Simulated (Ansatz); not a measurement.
**BClH2N− (SMILES [NH-]BCl): functionals against CCSD(T) at one geometry**

An exercise on one series of results from a longer session: the logs are not shown, and one member is left open.

The runs use Ansatz 0.2.0, Gaussian basis; single points in def2-TZVPPD.

Cores are frozen in the correlated methods.

**Where the work starts**

SMILES `[NH-]BCl`, 5 atoms, charge -1, spin multiplicity 1.

Atoms are counted from 1 here; the program's logs count them from 0.

Bond lengths: N1–B2 1.335 Å, N1–H4 1.057 Å, B2–Cl3 1.959 Å, B2–H5 1.001 Å. Angles: B2–N1–H4 111.5°, N1–B2–Cl3 126.0°, N1–B2–H5 121.4°, Cl3–B2–H5 111.9°.

As a file:

```xyz
5

N    -0.4249   -0.9622   -0.3832
B     0.4307   -0.1246    0.2068
Cl    0.3011    1.8298    0.2261
H    -1.1418   -0.4412   -0.9596
H     1.1394   -0.4576    0.8308
```

The first run:

The input, run/in.yaml:

```yaml
crystal:
  periodic: [false, false, false]
  atoms:
    - {symbol: N, position_ang: [-0.424900, -0.962200, -0.383200]}
    - {symbol: B, position_ang: [0.430700, -0.124600, 0.206800]}
    - {symbol: Cl, position_ang: [0.301100, 1.829800, 0.226100]}
    - {symbol: H, position_ang: [-1.141800, -0.441200, -0.959600]}
    - {symbol: H, position_ang: [1.139400, -0.457600, 0.830800]}
basis:
  gaussian: {orbitals: "def2-TZVPPD.json"}
total_charge: -1
correlation: {method: ccsd_t}
output: {forces: true}
```

The basis file named in the input lies beside it (Basis Set Exchange, JSON).

The command line of these runs was not kept.

Steps of the session up to this table: CCSD(T)/def2-TZVPPD; PBE0-D4/def2-TZVPPD; wB97M-V/def2-TZVPPD; r2SCAN-D4/def2-TZVPPD; PBE-D4/def2-TZVPPD; wB97X-V/def2-TZVPPD; BHLYP-D4/def2-TZVPPD.

One of the session's tables, all rows but one given; the rest of the session is left out.

```
   method  RMS force component (eV/Å)  angle to CCSD(T) forces (°)
  CCSD(T)                       2.753                    reference
  PBE0-D4                       2.812                          4.9
  wB97M-V                       2.737                          5.2
r2SCAN-D4                       2.760                          4.2
   PBE-D4                       2.759                          3.1
  wB97X-V                       2.817                          4.0
 BHLYP-D4                           ?                            ?
```

**Question.** Estimate the row for BHLYP-D4.

As computed: RMS force component (eV/Å): 2.771; angle to CCSD(T) forces (°): 9.1. In the column «RMS force component (eV/Å)» it lies between r2SCAN-D4 (2.760) and PBE0-D4 (2.812).
